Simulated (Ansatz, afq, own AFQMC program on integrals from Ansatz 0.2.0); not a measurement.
**Where AFQMC and coupled cluster stand for CHSi, doublet**

```xyz
3

Si    0.0000    0.0000    0.2768
C     0.0000    0.0000   -2.0532
H     0.0000    0.0000    1.7764
```

Connectivity, by distances: SiH–C.

Basis 6-31G. Only valence electrons are correlated. AFQMC by an in-house program on the Cholesky factors that Ansatz 0.2.0 writes for its CCSD(T) run. The CISD trial takes its coefficients from CCSD amplitudes. Released means that phaseless walkers are propagated on without the constraint, phases kept. Uncertainties: one standard error, sampling alone.

Determinant: UHF, the one that the program's search chose, which needn't be the lowest solution. The geometry is a point of a scan.

Full CI on the same integrals is exact in this basis and with this determinant's frozen core.

Cautions: strong correlation (T1 0.097, weight of the determinant 0.68, largest double 0.26); unrestricted determinant spin contaminated (⟨S²⟩ 1.77 against 0.75); CCSD(T) is in doubt: in a space of 9 electrons in 8 natural orbitals full CI lies 128 meV below it; the released energies are still falling, so no released level is given (meV from the phaseless value at times in 1/Eh: -25 ± 8 at 0.24, -32 ± 8 at 0.51, -52 ± 12 at 0.99, -81 ± 9 at 1.62, -86 ± 13 at 2.40).

```
T1 diagnostic                               : 0.0969
weight of the determinant in the CISD state : 0.678
⟨S²⟩ of the determinant                     : 1.766
size of the correlated space                : 9 electrons in 18 orbitals
```

```csv
level,correlation energy (eV)
MP2,-1.8593
CCSD,-3.0107
CCSD(T),-3.1888
```

Problem. Estimate where full CI lies against CCSD(T) on the same integrals.

Solution. 23.6 kJ/mol below CCSD(T).

Reference: full CI, correlation energy -3.433 eV. The cautions show a poor starting determinant, so the rows tell how each method copes with it here, and full CI is the sure value.

```csv
level,E − E(reference) (kJ/mol),share of correlation (%)
CCSD(T),23.6,92.89
CCSDT,9.2,97.21
CCSDT(Q),4.0,98.78
CCSDTQ,2.3,99.31
ph-AFQMC/HF,19.9 ± 2.1,93.98
ph-AFQMC/CISD,15.6 ± 0.9,95.28
```

CCSDT and higher add their correlation energy to the determinant of the CCSD(T) run, since their own runs factorise the integrals more tightly (a shift of under 2 meV). A walk keeps the symmetry of its determinant, which the program's search chose and which needn't be the lowest solution, so a lower state of the same spin and another symmetry isn't excluded.
